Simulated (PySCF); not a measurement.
## What binds PN: the parts of the energy along the bond

State: ¹Σ⁺, singlet, closed shell. RHF-based CCSD(T) in PySCF 2.14 with P cc-pV(T+d)Z, N cc-pVTZ and P cc-pV(Q+d)Z, N cc-pVQZ (frozen core orbitals: 6; no relativity). Correlation energies are extrapolated as n⁻³ (n = 3, 4), Hartree–Fock as (n+1)·exp(−9√n). CV is the change on freezing 1 orbitals instead, in P cc-pwCVTZ, N cc-pwCVTZ. SR is the spin-free X2C energy in P cc-pVTZ-DK, N cc-pVTZ-DK less the non-relativistic one in P cc-pVTZ, N cc-pVTZ. All energies in eV from P + N.

```tsv
R (Å)	HF/CBS	CCSD corr.	(T)	CV	SR	total
1.3084	-0.738	-3.561	-0.3548	-0.0948	-0.0039	-4.753
1.3679	-1.519	-3.697	-0.3965	-0.0734	0.0016	-5.684
1.4273	-1.817	-3.848	-0.4426	-0.0558	0.0053	-6.158
1.4868	-1.761	-4.014	-0.4931	-0.0412	0.0077	-6.302
1.5463	-1.448	-4.194	-0.5480	-0.0292	0.0090	-6.210
1.6206	-0.809	-4.433	-0.6225	-0.0169	0.0095	-5.872
1.6950	0.012	-4.689	-0.7038	-0.0069	0.0093	-5.378
```

A fit to the total gives Re = 1.4900 Å, De = 6.302 eV, ωe = 1351.4 cm⁻¹, Be = 0.7874 cm⁻¹ (masses 30.9738 and 14.0031 u).

Q: At R = 1.4868 Å the CCSD correlation energy is -0.347107 hartree in the smaller basis and -0.365094 in the larger. Extrapolate it.

A: (4³·E4 − 3³·E3)/(4³ − 3³) = -0.37822 hartree; the larger basis holds 96.5 % of it.

The T1 diagnostic is 0.019. The open-shell atoms are computed with UHF. Spin–orbit coupling, excitations beyond (T) and corrections to the Born–Oppenheimer picture are left out.
